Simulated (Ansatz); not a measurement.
# PH$_{3}$⁺, doublet: the ladder up to UCCSDT(Q)

Geometry: displaced at random from a stationary point.

```xyz
4

P     0.0004   -0.0003   -0.0303
H     1.3535   -0.0019    0.3322
H    -0.6430    1.2097    0.2830
H    -0.7215   -1.1998    0.3161
```

Basis cc-pVTZ; Ansatz 0.2.0. Only valence electrons are correlated (noble-gas cores frozen), which leaves 7 electrons in 71 orbitals. Prefix R: restricted or restricted open-shell reference; prefix U: unrestricted. Active spaces: valence = (7e, 7o) chosen from the atoms' valence shells.

Full CI isn't at hand for all of this; UCCSDT(Q) serves as the reference, and is uncertain by the last step of the cluster series or more. The frozen core follows each run's orbitals, which can shift R against U totals by a few meV.

```
UHF ⟨S²⟩                          : 0.759
T1 diagnostic (RCCSD)             : 0.0197
largest doubles amplitude (RCCSD) : 0.036
T1 diagnostic (UCCSD)             : 0.0131
```

```tsv
level	E − E(UCCSDT(Q)) (kJ/mol)	share of correlation (%)	wall time
RHF	435.4	0.00	–
UHF	427.5	1.82	–
RMP2	85.1	80.45	–
UMP2	84.6	80.57	–
RCCSD	14.2	96.75	–
UCCSD	13.9	96.80	–
RCCSD(T)	2.5	99.42	8.5 s
UCCSD(T)	2.5	99.43	8.5 s
BCCD(T)	2.5	99.43	2.5 s
RCCSDT	0.4	99.91	–
UCCSDT	0.3	99.93	–
RCCSDT(Q)	0.1	99.98	2.9 min
CASSCF (valence space)	305.8	29.77	–
NEVPT2 (valence space)	84.4	80.61	2.9 s
MRCISD (valence space)	18.5	95.76	–
MRCISD+Q (valence space)	4.0	99.08	6 s
```

The correlation energy at UCCSDT(Q), counted from RHF, is -4.513 eV. That run took 2.8 min on 1 thread of Arm Neoverse V1, shared host.

Times hold each run's SCF and search for its determinant on a shared host, so for small cases they say little of a method's own cost; they ran on 1 thread of Arm Neoverse V1. Some runs computed forces too.

Natural occupations of CASSCF (valence space) about the gap: 1.985 1.974 1.972 1.000 0.031 0.020 0.019; effectively unpaired electrons, Σ n²(2−n)², 1.01.
